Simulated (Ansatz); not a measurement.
# CH5 (doublet): wave-function methods side by side at distance C1–H5 along a hydrogen transfer = 1.369 Å, cc-pVTZ

One table from this session's results is given with a row withheld; the runs are named, their logs left out.

Method: cc-pVTZ, core rule «outside noble gas», up to 1 orbitals frozen; program: Ansatz 0.2.0, Gaussian basis.

Plan: UHF; CCSD(T) on ROHF; CCSD(T) on UHF; BCCD(T) on ROHF; CISD; CCSDT(Q) on ROHF; CCSDT(Q) on UHF; CASSCF and NEVPT2, 3 electrons in 3 orbitals; CASSCF and NEVPT2, 9 electrons in 9 orbitals.

### What is computed

The geometry derives from fragments relaxed apart (PBE0/def2-TZVP) and kept rigid, so it is no stationary point. A hydrogen atom is moved between rigid fragments.

6 atoms, charge 0, spin multiplicity 2.

Atoms are counted from 1 here; the program's logs count them from 0.

Bond lengths: C1–H2 1.090 Å, C1–H3 1.090 Å, C1–H4 1.090 Å, C1–H5 1.369 Å, H5–H6 0.745 Å. Angles: H2–C1–H3 109.5°, H2–C1–H4 109.5°, H2–C1–H5 109.5°, H3–C1–H4 109.5°, H3–C1–H5 109.5°, H4–C1–H5 109.5°, C1–H5–H6 180.0°.

The first run:

in.yaml

```yaml
crystal:
  periodic: [false, false, false]
  atoms:
    - {symbol: C, position_ang: [-0.141486, 0.000000, 0.000000]}
    - {symbol: H, position_ang: [-0.504691, 1.027301, 0.000000]}
    - {symbol: H, position_ang: [-0.504691, -0.513650, 0.889668]}
    - {symbol: H, position_ang: [-0.504691, -0.513650, -0.889669]}
    - {symbol: H, position_ang: [1.227514, 0.000000, 0.000000]}
    - {symbol: H, position_ang: [1.972514, 0.000000, 0.000000]}
basis:
  gaussian: {orbitals: cc-pVTZ}
magnetization: {spin_polarized: true, initial_magnetization: 1}
hamiltonian: {xc: hf}
output: {orbitals: {seedname: orbitals}}
```

Command:

```bash
> ansatz run in.yaml --threads 1 --pin off --events-out ev --progress --plain --max-ram 4096MiB --backend cpu
```

Steps of the session up to this table: UHF; CCSD(T) on ROHF; CCSD(T) on UHF; BCCD(T) on ROHF; CISD; CCSDT(Q) on ROHF; CCSDT(Q) on UHF; CASSCF and NEVPT2, 3 electrons in 3 orbitals; CASSCF and NEVPT2, 9 electrons in 9 orbitals.

One of the session's tables, all rows but one given; the rest of the session is left out.

It belongs to the step «Misses and costs». 

```
        method  from UCCSDT(Q) (meV)
          ROHF               +6724.3
           UHF               +6496.4
          RMP2                +887.3
          UMP2                +921.6
          CISD                     ?
         RCCSD                +204.5
         UCCSD                +200.3
      RCCSD(T)                 +20.1
      UCCSD(T)                 +21.0
       BCCD(T)                 +19.7
        RCCSDT                  +5.4
        UCCSDT                  +4.8
     RCCSDT(Q)                  +0.7
     UCCSDT(Q)                     0
   CASSCF pair               +6129.5
   NEVPT2 pair                +894.0
CASSCF valence               +4340.1
NEVPT2 valence                +975.5
```

Estimate the missing values for CISD.

As computed: from UCCSDT(Q) (meV): +558.3. In the column «from UCCSDT(Q) (meV)» it lies between RCCSD (+204.5) and RMP2 (+887.3).

To keep in mind: Restricted and unrestricted rows rest on different reference determinants; where their highest levels disagree by more than a few hundredths of an eV, they describe different states and don't form one ladder.
